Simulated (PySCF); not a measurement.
## Working out the ionisation energy of N

N [He] 2s2 2p3 (4S) → N⁺ [He] 2s2 2p2 (3P). All numbers are calculated (PySCF 2.14, scalar relativity by spin-free X2C-1e, in aug-cc-pCVTZ-DK with one added diffuse shell each of s, p, d, f type (8s7p5d3f, 75 functions)). Frozen: nothing. Energies in hartree (1 hartree = 27.21139 eV):

```csv
part,N (lower),N⁺ (upper)
UHF,-54.430441,-53.920107
MP2 opposite-spin,-0.113785,-0.104908
MP2 same-spin,-0.035119,-0.017705
```

What does Hartree-Fock give?

(-53.920107) − (-54.430441) = 0.510334 hartree = 13.887 eV.

What do MP2 and SCS-MP2 (6/5 opposite-spin, 1/3 same-spin) give?

The opposite-spin parts differ by 0.242 eV and the same-spin parts by 0.474 eV. MP2: 13.887 + (0.242) + (0.474) = 14.603 eV. SCS-MP2: 13.887 + 1.2 × (0.242) + (0.474)/3 = 14.335 eV.

Measured between the centres of the two terms (NIST): 14.545 eV, so MP2 (valence and next inner shell) is off by 0.058 eV.

What remains against the reference includes basis incompleteness and correlation beyond second order.
